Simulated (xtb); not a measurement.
xtb input (GFN1-xTB):

```bash
xtb mol.xyz --gfn 1 --sp --chrg -1 --uhf 0
```
mol.xyz:
```
7

C     -0.86779925    -0.02842753    -0.08465418
O     -0.88803194    -1.05093051     0.59213902
O      0.14572903     0.69139384    -0.44565963
H     -1.80224265     0.42334062    -0.47790280
C      1.53606667     0.43224451     0.07324310
H      1.59861714    -0.65948461     0.19327966
H      2.13244424     0.68953549    -0.81874536
```

End of the output:

```
         :::::::::::::::::::::::::::::::::::::::::::::::::::::
         ::                     SUMMARY                     ::
         :::::::::::::::::::::::::::::::::::::::::::::::::::::
         :: total energy             -15.391855452327 Eh    ::
         :: gradient norm              0.039509230093 Eh/a0 ::
         :: HOMO-LUMO gap              2.417263508626 eV    ::
         ::.................................................::
         :: SCC energy               -15.493417243641 Eh    ::
         :: -> electrostatic           0.212324048703 Eh    ::
         :: repulsion energy           0.103011425621 Eh    ::
         :: dispersion energy         -0.001449634307 Eh    ::
         :: halogen bond corr.         0.000000000000 Eh    ::
         :: add. restraining           0.000000000000 Eh    ::
         :: total charge              -1.000000000000 e     ::
         :::::::::::::::::::::::::::::::::::::::::::::::::::::

           -------------------------------------------------
          |                Property Printout                |
           -------------------------------------------------

    * Orbital Energies and Occupations

         #    Occupation            Energy/Eh            Energy/eV
      -------------------------------------------------------------
         1        2.0000           -0.5817180             -15.8294
         2        2.0000           -0.5519088             -15.0182
         3        2.0000           -0.4573949             -12.4463
         4        2.0000           -0.4004118             -10.8958
         5        2.0000           -0.3812046             -10.3731
         6        2.0000           -0.3749214             -10.2021
         7        2.0000           -0.3180661              -8.6550
         8        2.0000           -0.2928871              -7.9699
         9        2.0000           -0.2769152              -7.5352
        10        2.0000           -0.2329030              -6.3376
        11        2.0000           -0.2273437              -6.1863
        12        2.0000           -0.1021494              -2.7796 (HOMO)
        13                         -0.0133166              -0.3624 (LUMO)
        14                          0.0806139               2.1936
        15                          0.1476907               4.0189
Note: The following floating-point exceptions are signalling: IEEE_DENORMAL
normal termination of xtb
        16                          0.1975563               5.3758
        17                          0.2384127               6.4875
        18                          0.4596509              12.5077
        19                          0.5016417              13.6504
        20                          0.5733483              15.6016
        21                          0.6387009              17.3799
        22                          0.9045104              24.6130
      -------------------------------------------------------------
                  HL-Gap            0.0888328 Eh            2.4173 eV
             Fermi-level           -0.0577330 Eh           -1.5710 eV

  Mulliken/CM5 charges         n(s)   n(p)   n(d)
     1C     0.51737  0.53508   0.928  2.554  0.000
     2O    -0.65027 -0.70097   1.734  4.917  0.000
     3O    -0.41830 -0.50177   1.697  4.721  0.000
     4H    -0.06976  0.00133   1.070  0.000  0.000
     5C    -0.25590 -0.33076   1.164  3.092  0.000
     6H    -0.04714  0.01435   1.047  0.000  0.000
     7H    -0.07601 -0.01726   1.076  0.000  0.000

Wiberg/Mayer (AO) data.
largest (>0.10) Wiberg bond orders for each atom

 ---------------------------------------------------------------------------
     #   Z sym  total        # sym  WBO       # sym  WBO       # sym  WBO
 ---------------------------------------------------------------------------
     1   6 C    3.906 --     2 O    1.530     3 O    1.264     4 H    0.929
                             5 C    0.164
     2   8 O    1.822 --     1 C    1.530     3 O    0.165
     3   8 O    2.253 --     1 C    1.264     5 C    0.797     2 O    0.165
     4   1 H    1.018 --     1 C    0.929
     5   6 C    3.058 --     7 H    1.007     6 H    1.005     3 O    0.797
                             1 C    0.164
     6   1 H    1.030 --     5 C    1.005
     7   1 H    1.038 --     5 C    1.007
 ---------------------------------------------------------------------------

Topologies differ in total number of bonds
Writing topology from bond orders to xtbtopo.mol

 dipole moment from electron density (au)
     X       Y       Z
  -1.0756   0.2232  -0.9698  total (Debye):    3.724

           -------------------------------------------------
          | TOTAL ENERGY              -15.391855452327 Eh   |
          | GRADIENT NORM               0.039509230093 Eh/α |
          | HOMO-LUMO GAP               2.417263508626 eV   |
           -------------------------------------------------

------------------------------------------------------------------------
------------------------------------------------------------------------
 total:
 SCF:
```

It need not be the lowest isomer of its formula. Whether it binds its extra electron was not tested at this geometry.
